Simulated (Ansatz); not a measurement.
# Reading a saddle point

A first-order saddle point of CH₆FSi, doublet, PBE0-D4/def2-TZVP, with one imaginary mode of 851i cm⁻¹:

```
atom    x (Å)    y (Å)    z (Å)
  F1   0.1829  -0.2244  -0.4228
  C2  -0.5985   0.6420  -1.5934
 Si3   0.6399  -0.6939   1.4543
  H4  -1.6419   0.4981  -1.3445
  H5  -0.2687   0.1545  -2.5012
  H6  -0.2207   1.6450  -1.4439
  H7   1.5494  -1.7283   2.0354
  H8  -0.7422  -0.9426   1.9326
  H9   1.0997   0.6496   1.8835
```

Computed with Ansatz 0.2.0 (basis: def2-TZVPP and def2-QZVPP); correlated methods freeze the cores; orbitals are unrestricted. Extrapolation: Hartree–Fock as exp(−7.88 √X), correlation as X^−2.97.

Task: Which contacts change along the imaginary mode, and what lies on either side? (Judge from chemistry; the calculation decides.)

Result: Computed: The step is CH₃F ([CH3][F]) + SiH₃ → SiH₃F ([F][SiH3]) + CH₃, with the molecules in contact on both sides. Shortening one way: F1–Si3; lengthening the same way: F1–C2.
| pair | one side (Å) | saddle (Å) | other side (Å) |
| --- | --- | --- | --- |
| F1–Si3 | 3.21 | 1.99 | 1.60 |
| F1–C2 | 1.38 | 1.65 | 3.38 |

Task: Which side is lower, and how far does the saddle lie above each? (To be estimated.)

Result: By the calculation: The side with F1–Si3 short is lower by 1.708 eV; the saddle lies 2.800 eV above it and 1.092 eV above the other (CCSD(T) at an estimated basis limit (MP2 extrapolated from triple and quadruple zeta, plus CCSD(T) − MP2 in triple zeta); electronic energies).

The T1 diagnostic stays at or below 0.025. ⟨S²⟩ of the unrestricted Hartree–Fock references: 0.75 to 0.78 (a pure state has 0.75).

Radical steps of this kind take place in plasma deposition and etching.

Labels in which every atom is bracketed show which atoms are joined, not bond orders.

For scale, one of the runs: CCSD(T)/def2-TZVPP, 188 basis functions (an equivalent command: `ansatz run in.yaml --threads 4`). The run took 110 s on 4 CPU threads (shared host), with 5 GiB of host memory at its peak.
